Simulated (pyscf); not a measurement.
`[OH][GeH3]` + `[H][H]` -> `[OH][GeH]` [singlet] + `[H][H]` + `[H][H]`, a multi-bond step (singlet surface; Ge–H, Ge–H, H–H broken, H–H, H–H formed). Optimised with ωB97X-D3(BJ)/def2-SVP in PySCF. Energies in kJ/mol from the separated reactants.

AM1 to PM7: differences of heats of formation from MOPAC, which are fitted to 298 K values and so differ in kind from electronic energies by zero-point and thermal terms. 

Quick PM3 single points give ΔE‡ = 238.3 kJ/mol and ΔE = +11.3 kJ/mol. What does ωB97M-D3(BJ)/def2-TZVP give, and how far is the quick result from it?

ωB97M-D3(BJ)/def2-TZVP gives ΔE‡ = 268.5 kJ/mol and ΔE = +107.6 kJ/mol. PM3 lies 30.2 kJ/mol under it in the barrier and 96.3 kJ/mol under it in the reaction energy, so on this step it does not hold to within 12.6 kJ/mol. ωB97M-D3(BJ)/def2-TZVP has limits of its own. The same reactants have a lower exit, to GeH₄ + H₂O (barrier +191.9 kJ/mol at ωB97M-D3(BJ)/def2-TZVP, against +268.5 kJ/mol here). This is the saddle that the search found; another between the same sides may lie lower. In the def2 sets elements up to Kr have no core potential.
